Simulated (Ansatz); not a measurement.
Consider the atomization: `C=CC=C(F)F` → 4 C• + 2 F• + 4 H•.

Program: Ansatz. Geometries: PBE0-D4/def2-TZVP. ΔE: electronic, gas phase. CCSD(T)/CBS is the MP2 limit (def2-TZVPP, def2-QZVPP) plus CCSD(T) − MP2 in def2-TZVPP, frozen cores. This one scheme is used for every species, atoms too. DFT in def2-TZVPP. B3LYP here is the variant with VWN-RPA as its local correlation; programs differ in this. Open shells (•) are unrestricted, without spin–orbit coupling. Spin–orbit coupling would lower the free atoms: a little for C, F. One conformer a species, not always the lowest.

`C=CC=C(F)F`:

Cartesian coordinates in Å:
```
C 0.431 0.679 -1.693
C 0.550 0.253 -0.437
C -0.556 -0.227 0.359
C -0.432 -0.649 1.609
F -1.421 -1.090 2.350
F 0.692 -0.690 2.288
H -0.527 0.689 -2.202
H 1.290 1.031 -2.250
H 1.526 0.259 0.039
H -1.554 -0.256 -0.063
```

| level | ΔE (kcal/mol) | difference from CCSD(T)/CBS |
| --- | --- | --- |
| PBE-D4 | 1076.7 | 46.6 |
| revPBE-D4 | 1043.7 | 13.6 |
| B3LYP-D4 | 1034.1 | 4.0 |
| CAM-B3LYP-D4 | 1039.1 | 9.0 |
| B2PLYP | 1025.0 | -5.1 |
| PBE | 1072.6 | 42.5 |
| r2SCAN | 1040.5 | 10.4 |
| B3LYP | 1027.7 | -2.4 |
| r2SCAN0 | 1016.6 | -13.5 |
| BHLYP | 987.1 | -43.0 |
| CAM-B3LYP | 1035.7 | 5.6 |
| LC-ωPBE | 1036.9 | 6.8 |
| HF/def2-SVP | 757.5 | -272.6 |
| SCS-MP2/def2-TZVPP | 1018.5 | -11.6 |
| CCSD/def2-TZVPP | 984.8 | -45.3 |
| CCSD/CBS(def2) | 1010.1 | -20.0 |
| CCSD(T)/CBS | 1030.1 | 0 |

Largest T1 diagnostic among the species: 0.012.

Leaving LDA and LC-ωPBE aside and taking each functional with its dispersion term where it has one, the values, not all of them listed here, spread over 85.2 kcal/mol, from BHLYP-D4 to PBE-D4. LDA lies +143.2 kcal/mol from PBE without D4, its usual overbinding. At CCSD(T), def2-SVP lies −39.7 kcal/mol from the extrapolated value and def2-TZVPP −25.3 kcal/mol: correlation converges slowly with the basis, and small sets miss more of it in the bonded molecule than in its fragments. From BLYP to BHLYP (50 % exact exchange), in def2-TZVPP and without D4, ΔE moves by −44.7 kcal/mol: exact exchange takes away binding that semilocal exchange gives to molecules.

For atomizations the MP2-based limit and the directly extrapolated one differ by several kJ/mol either way, and by 10 to 25 for some Ge, Se and Sn compounds, so smaller differences from it don't rank the levels.
